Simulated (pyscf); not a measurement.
Optimised with ωB97X-D3(BJ)/def2-SVP in PySCF. MP2 and CC: frozen core, UHF for open shells. ΔMP2 is the change of the MP2 total energy from the triple- to the quadruple-zeta basis.

### Question
What is the homolytic dissociation enthalpy (298 K, CCSD(T)/def2-TZVPP + ΔMP2(QZVPP)) of the C–H bond of H₃C–C:–F [singlet], to H₂C=C•–F + H•?

### Answer
C–H to H₂C=C•–F + H•: 255.7 kJ/mol. The radicals are drawn with the spin at the cut bond; how far it spreads was not checked. H₃C–C:–F [singlet] lies 212.7 kJ/mol over its isomer H₂C=CH–F, and others may lie lower still (electronic energy, ωB97M-D3(BJ)). Other isomers of H₂C=C•–F were not searched in full and may lie lower. The CCSD(T) − MP2 part came from Ansatz, without density fitting, on the same reference. A UHF reference is spin-contaminated (<S²> up to 0.95), which harms MP2 most.
